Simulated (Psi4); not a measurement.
**Two attempts at SiH2OF (SMILES O[SiH]F)**

Wanted: the polarisability of SiH2OF, UEDF1/cc-pVDZ-DK (sfX2C, density fitting).

The results are computed with Psi4 1.11.

1 further run of the same task is left out (set aside as unsound or not needed).

### Step 1. The system as given

SiH2OF: 5 atoms, total charge 0, spin state doublet. SMILES: `O[SiH]F`. The shape is that of a PBE0-D4/def2-TZVP optimisation. This is one conformer, not always the lowest.

Bond lengths: O1–Si2 1.636 Å, Si2–F3 1.603 Å, O1–H4 0.959 Å, Si2–H5 1.490 Å. Angles: O1–Si2–F3 110.5°, O1–Si2–H5 105.3°, F3–Si2–H5 107.6°, Si2–O1–H4 119.2°.

### Step 2. The input as first written

calc.in

```
memory 1600 mb

molecule geom {
  0 2
  O     -1.16255951    -1.67165173    -0.52213133
  Si     0.53649325     0.46430571     0.93182395
  F      0.39117331     3.11143406    -0.53498147
  H     -2.95647652    -1.44582946    -0.63872743
  H      3.19136948    -0.45844756     0.76420524
  units bohr
}

set {
  basis cc-pVDZ-DK
  reference uks
  scf_type incore
  relativistic x2c
}

result, w = properties("edf1", properties=['dipole_polarizabilities'], return_wfn=True)
```

Started as:

```bash
$ psi4 -n 1 calc.in calc.out
```

calc.out:

```text
Psi4 1.11 release

RuntimeError:
Fatal Error: INCORE is not a valid choice

Printing out the relevant lines from the Psithon --> Python processed input file:
      units bohr
    ""","geom")
    core.IO.set_default_namespace("geom")
    core.set_global_option("BASIS", "cc-pVDZ-DK")
    core.set_global_option("REFERENCE", "uks")
--> core.set_global_option("SCF_TYPE", "incore")
    core.set_global_option("RELATIVISTIC", "x2c")
    result, w = properties("edf1", properties=['dipole_polarizabilities'], return_wfn=True)

!----------------------------------------------------------------------------------!
!                                                                                  !
! Fatal Error: INCORE is not a valid choice                                        !
!                                                                                  !
!----------------------------------------------------------------------------------!

    Psi4 run time: 0:00:00.06
```

Run time: 1.7 s. Hardware: 1 thread of Intel Xeon Platinum 8488C (Sapphire Rapids), shared host; peak memory 0.14 GiB.

### Step 3. Reading the log

The program refused the input.

The log says `Fatal Error: INCORE is not a valid choice`. The fault: an option has a value that the program doesn't accept. Among its listed settings the sound run differs in this, and the input shows the rest: integrals df in place of incore.

### Step 4. Second attempt

job.dat

```
memory 1.6 GB

molecule m {
  0 2
  O     -1.16255951    -1.67165173    -0.52213133
  Si     0.53649325     0.46430571     0.93182395
  F      0.39117331     3.11143406    -0.53498147
  H     -2.95647652    -1.44582946    -0.63872743
  H      3.19136948    -0.45844756     0.76420524
  units au
}

set basis cc-pVDZ-DK
set reference uks
set relativistic x2c

properties('edf1', properties=['dipole_polarizabilities'])
print_variables()
```

Started as:

```bash
$ psi4 -n 1 job.dat job.out
```

job.out:

```text
[...]
  Running in c1 symmetry.
[...]
  Nuclear repulsion =  110.136767004791039
[...]
  Multiplicity = 2
[...]
  Nalpha       = 17
  Nbeta        = 16
[...]
    Number of basis functions: 56
[...]
    WARNING: The X2C and Dirac Hamiltonians have substatially different eigenvalues!
             This is probably caused by the recontraction of the basis set.
[...]
   @DF-UKS iter   1:  -466.38676394352723   -1.64482e-01   1.41444e-02 DIIS/ADIIS
[...]
   @DF-UKS iter  10:  -466.61657378832479   -2.96325e-09   2.58414e-07 DIIS
[...]
   @S^2 Observed:                7.514490747E-01
[...]
    Orbital Energies [Eh]
    ---------------------
    Alpha Occupied:
       1A    -65.655308     2A    -24.293502     3A    -18.811536
       4A     -5.153882     5A     -3.541054     6A     -3.539711
       7A     -3.537212     8A     -1.086606     9A     -0.940584
      10A     -0.526723    11A     -0.445027    12A     -0.386116
      13A     -0.371879    14A     -0.349870    15A     -0.325340
      16A     -0.297837    17A     -0.172635
    Alpha Virtual:
      18A      0.008203    19A      0.024287    20A      0.069128
      21A      0.099907    22A      0.238439    23A      0.262991
      24A      0.319108    25A      0.327232    26A      0.335025
[...]
  @DF-UKS Final Energy:  -466.61657378832479
   => Energetics <=
    Nuclear Repulsion Energy =            110.1367670047910394
    One-Electron Energy =                -865.7412652450530004
    Two-Electron Energy =                 329.9828991926551680
    DFT Exchange-Correlation Energy =     -40.9949747407180070
    Empirical Dispersion Energy =           0.0000000000000000
    VV10 Nonlocal Energy =                  0.0000000000000000
    Total Energy =                       -466.6165737883247857
[...]
 Multipole Moments:
 ------------------------------------------------------------------------------------
     Multipole            Electronic (a.u.)      Nuclear  (a.u.)        Total (a.u.)
 ------------------------------------------------------------------------------------
 L = 1.  Multiply by 2.5417464519 to convert [e a0] to [Debye]
 Dipole X            :         -0.4033765           -0.1073695           -0.5107461
 Dipole Y            :          2.6021846           -2.8357947           -0.2336101
 Dipole Z            :         -0.0803424            0.2788047            0.1984623
 Magnitude           :                                                    0.5956698
[...]
```

Wall time 27 s (1 thread of Intel Xeon Platinum 8488C (Sapphire Rapids), shared host); peak memory 0.4 GiB.

### Step 5. Summary of results

At UEDF1/cc-pVDZ-DK (sfX2C, density fitting):

```
                          quantity          value
                      total energy  -466.61657 Eh
                     dipole moment         1.51 D
HOMO energy (highest over α and β)       -4.70 eV
 LUMO energy (lowest over α and β)       -3.00 eV
                              ⟨S²⟩          0.751
        mean static polarisability     26.2 bohr³
```
